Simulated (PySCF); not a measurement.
Electric properties by functional and basis

Compound: piperazine, C4H10N2.
SMILES with atom numbers: `[CH2:1]1[CH2:2][NH:3][CH2:4][CH2:5][NH:6]1` (hydrogens: H7, H8 on C1; H9, H10 on C2; H11 on N3; H12, H13 on C4; H14, H15 on C5; H16 on N6)

PySCF, dipoles from the SCF density, polarisabilities from static response with core orbitals frozen. Geometry: PBE0-D3(BJ)/def2-SVP, one conformer, isolated molecule.

Reference dipole: 1.470 D (measured, unstated (gas or solution; conformer average); Muller, Mokrushina, Arlt, J. Chem. Eng. Data 57 (2012) 1231, supporting information). The anisotropy is √(½[(α1 − α2)² + (α2 − α3)² + (α3 − α1)²]).

| level | error (%) | α (Å³) | anisotropy (Å³) |
| --- | --- | --- | --- |
| LDA/def2-SVPD | -100.0 | 10.17 | 1.48 |
| PBE/def2-SVPD | -100.0 | 10.03 | 1.51 |
| B3LYP/def2-SVPD | -100.0 | 9.62 | 1.40 |
| PBE0/def2-SVPD | -100.0 | 9.51 | 1.39 |
| BHandHLYP/def2-SVPD | -100.0 | 9.18 | 1.32 |
| wB97X-D/def2-SVPD | -100.0 | 9.38 | 1.29 |
| HF/def2-SVPD | -100.0 | 8.79 | 1.24 |
| PBE0/6-31+G* | -100.0 | 9.17 | 1.27 |
| PBE0/aug-cc-pVDZ | -100.0 | 9.89 | 1.41 |

For the dipole, the smallest error is 100.0% (PBE0/6-31+G*, HF/def2-SVPD, B3LYP/def2-SVPD, BHandHLYP/def2-SVPD, wB97X-D/def2-SVPD, PBE0/aug-cc-pVDZ, PBE/def2-SVPD, LDA/def2-SVPD and PBE0/def2-SVPD) and the largest 100.0% (PBE0/6-31+G*, HF/def2-SVPD, B3LYP/def2-SVPD, BHandHLYP/def2-SVPD, wB97X-D/def2-SVPD, PBE0/aug-cc-pVDZ, PBE/def2-SVPD, LDA/def2-SVPD and PBE0/def2-SVPD). Even the closest misses by 100%. No reference polarisability is at hand; against PBE0 in the largest diffuse basis at hand (aug-cc-pVDZ) the other PBE0 rows deviate by 6-31+G* -7%, def2-SVPD -4%. The dipole stays under 0.05 D at every level. In one basis (def2-SVPD) the functionals order the polarisability from HF (lowest) to LDA (highest), a spread of 16%. Measured values can belong to vibrating molecules; the computed ones are for one fixed geometry.
